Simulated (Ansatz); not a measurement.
A basis-limit estimate, worked out

The pair of HCl (SMILES Cl, atoms 1–2) and N$_{2}$ (SMILES N#N, atoms 3–4), both closed shells, in one local arrangement (a lower one may exist), relaxed at PBE0-D4/def2-TZVP:

Cl1  (-0.003, 0.174, -2.392)
H2  (0.000, 0.080, -1.114)
N3  (0.002, -0.088, 1.210)
N4  (0.002, -0.166, 2.296)
(Å)

Both fragments are computed in the basis of the whole pair.

Ansatz 0.2.0; basis: def2-TZVPPD and def2-QZVPPD; cores frozen in the correlated methods.

Energies in eV:

| quantity | pair | first fragment | second fragment |
| --- | --- | --- | --- |
| Hartree–Fock, triple zeta (X = 3) | -15485.72640 | -12519.95668 | -2965.76929 |
| Hartree–Fock, quadruple zeta (X = 4) | -15486.17717 | -12520.29291 | -2965.88356 |
| MP2 correlation, X = 3 | -15.75747 | -5.58902 | -10.10840 |
| MP2 correlation, X = 4 | -16.93311 | -6.09583 | -10.77387 |
| CCSD(T) correlation, X = 3 | -17.00306 | -6.37247 | -10.58154 |

(1) Work out the interaction energy at the basis limit: extrapolate Hartree–Fock as E(X) = E∞ + A exp(−7.88 √X) and the MP2 correlation as E(X) = E∞ + B X^−2.97 (the exponents that Neese and Valeev fitted for def2-TZVPP and QZVPP, reused here for the diffuse sets), then add CCSD(T) − MP2 in triple zeta.

No T1 diagnostic of these runs exceeds 0.014.

Answers

(1) Each step is linear, so take the differences first (pair − first fragment − second fragment): Hartree–Fock -0.00043 (X = 3) and -0.00070 (X = 4); MP2 correlation -0.06005 and -0.06341; CCSD(T) correlation -0.04905.
Two points give E∞ = E(4) + w [E(4) − E(3)], with w = 1/(exp(7.88 (2 − √3)) − 1) = 0.1377 for Hartree–Fock and w = 1/((4/3)^2.97 − 1) = 0.7407 for the correlation.
Hartree–Fock: -0.00070 + 0.1377 × (-0.00027) = -0.0007 eV.
MP2 correlation: -0.06341 + 0.7407 × (-0.00336) = -0.0659 eV.
CCSD(T) − MP2: -0.04905 − (-0.06005) = 0.0110 eV.
Sum: -0.0007 + (-0.0659) + 0.0110 = -0.0556 eV, or -1.28 kcal/mol. Plain CCSD(T) in triple zeta gives -0.0495 eV, so the larger basis shifts the result by -0.0061 eV.

For scale, one of the runs: CCSD(T)/def2-TZVPPD, 142 basis functions, launched by `ansatz run in.yaml --threads 2 --pin off --events-out ev --progress --plain --max-ram 5222MiB`. Hardware: 2 CPU threads of an Arm Neoverse V1, shared host. Wall time 7.5 s; peak host memory 0.6 GiB.
